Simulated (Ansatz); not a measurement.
**Worked example: vertical ionisation energy of CF+ (SMILES [C+]F)**

The species is CF+ (2 atoms), meant as a singlet with charge +1. As SMILES, `[C+]F`. The coordinates come from a PBE0-D4/def2-TZVP relaxation.

```
atom    x (Å)    y (Å)    z (Å)
   C   0.4923  -0.1608   0.2532
   F  -0.4923   0.1608  -0.2532
```

Both states at this one shape; open shells run unrestricted unless said. 1 Eh = 27.2114 eV.

| level | program | singlet CF+ (Eh) | doublet [CF]2+ (Eh) |
| --- | --- | --- | --- |
| BLYP/aug-cc-pVTZ | Ansatz | -137.482741 | -136.540762 |
| B2PLYP/aug-cc-pVTZ, 2 core orbitals frozen | Ansatz | -137.415337 | -136.468638 |
| MP2/aug-cc-pVTZ, 2 core orbitals frozen | Ansatz | -137.255892 | -136.315979 |

Work out the vertical ionisation energy at each level.


1. BLYP/aug-cc-pVTZ: -136.540762 − (-137.482741) = 0.941979 Eh = 25.63 eV.
2. B2PLYP/aug-cc-pVTZ: -136.468638 − (-137.415337) = 0.946699 Eh = 25.76 eV.
3. MP2/aug-cc-pVTZ: -136.315979 − (-137.255892) = 0.939913 Eh = 25.58 eV.

No measured value is set beside it here; the levels span 25.58 to 25.76 eV.
